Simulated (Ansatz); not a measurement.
Basis-set extrapolation for C3H7NO, SMILES `CCNC=O` (PBE0-D4/def2-TZVP geometry, frozen core, the Gaussian-basis code of Ansatz). Multiplicity 1, RHF reference.

|  | def2-TZVPP | def2-QZVPP |
| --- | --- | --- |
| HF | -247.102810 | -247.114488 |
| MP2 correlation | -0.947818 | -1.013685 |
| CCSD(T) correlation | -1.020256 | not run |

Energies in hartree. Use E(X) = E(∞) + A·exp(−7.88·√X) for Hartree–Fock and E(X) = E(∞) + B·X^(−2.97) for correlation, with X = 3 and 4, and add CCSD(T) minus MP2 of the smaller set to the MP2 limit.

Question: What is the CCSD(T) energy at the basis-set limit?

Answer: HF limit: -247.114488 + (-0.011678) × 0.13774 = -247.11610. MP2 limit: -1.013685 + (-0.065867) × 0.74074 = -1.06248. Higher-order term: -1.020256 − (-0.947818) = -0.07244. Total: -248.25102 hartree, 335.9 kJ/mol below CCSD(T)/def2-TZVPP.
